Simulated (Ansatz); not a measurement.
fcc Pb

All values below come from r²SCANh (Ansatz, a first-principles code, plane waves, PAW).

Settings: plane-wave cutoff 520 eV, 12×12×12 k mesh, Fermi–Dirac smearing 0.05 eV, scalar-relativistic PAW data made under PBE.

Cell (relaxed at this level):

```
Pb
1.0
    0.00000     2.49758     2.49758
    2.49758     0.00000     2.49758
    2.49758     2.49758     0.00000
Pb
1
Direct
  0.00000   0.00000   0.00000
```

For fcc Pb, the bulk modulus is 43.6 GPa and the pressure derivative B′ of the bulk modulus is 3.7.

Measured, for comparison: bulk modulus 47 GPa (corrected for temperature and zero-point phonon effects; as tabulated in Levämäki et al. (2014), arXiv:1402.3671). Computed (rounded) less measured: bulk modulus -7 %.

Spin–orbit coupling is not included; it can shift volumes and moduli of such heavy elements.

Static lattice: no zero-point or thermal effects.
